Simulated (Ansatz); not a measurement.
Energy needed to pull apart BSiH₄Cl (SMILES [SiH3]BCl), singlet, into free ground-state atoms, from the structure below (displaced at random from a GFN2-xTB minimum); no zero-point or spin–orbit terms; open-shell atoms are treated unrestricted, in their ground-state multiplicity.

```tsv
atom	x (Å)	y (Å)	z (Å)
Si1	-0.6214	0.3334	-0.2748
B2	0.7726	-0.6886	0.6195
Cl3	1.7134	-1.7580	-0.4144
H4	-1.8707	-0.2207	-0.4219
H5	-0.2232	1.1032	-1.4399
H6	-1.0653	1.7293	0.5507
H7	1.1987	-0.1411	1.5009
```

Ansatz 0.2.0; basis: def2-TZVPP; cores frozen in the correlated methods.

```json
{"method": "PBE-D4", "atomization energy (eV)": "?"}
{"method": "r2SCAN-D4", "atomization energy (eV)": "21.04"}
{"method": "PBE0-D4", "atomization energy (eV)": "20.83"}
{"method": "r2SCANh-D4", "atomization energy (eV)": "20.96"}
{"method": "HSE06-D4", "atomization energy (eV)": "20.84"}
{"method": "wB97M-V", "atomization energy (eV)": "?"}
{"method": "HF", "atomization energy (eV)": "16.00"}
{"method": "MP2", "atomization energy (eV)": "20.38"}
{"method": "CCSD", "atomization energy (eV)": "20.07"}
{"method": "CCSD(T)", "atomization energy (eV)": "20.31"}
```

Task: What does wB97M-V give? (An estimate is asked for; the value comes from the calculation.)

Result: Computed: 21.00 eV, which is about 0.68 eV more than CCSD(T)/def2-TZVPP.

Task: What does PBE-D4 give? (An estimate is asked for; the value comes from the calculation.)

Result: The calculation gives: 20.95 eV, which is about 0.64 eV more than CCSD(T)/def2-TZVPP.

In triple zeta the MP2 and coupled-cluster atomization energies are still short of their basis limit by a few kcal/mol a bond, whereas those of the functionals are nearly converged, so these differences are not deviations from converged CCSD(T).

No T1 diagnostic of these runs exceeds 0.015.

For scale, one of the runs: CCSD(T)/def2-TZVPP forces, 171 basis functions (an equivalent command: `ansatz run in.yaml --threads 4`). Time: 47 s of wall clock on 4 CPU threads; the host was shared. Peak host memory: 2.6 GiB.
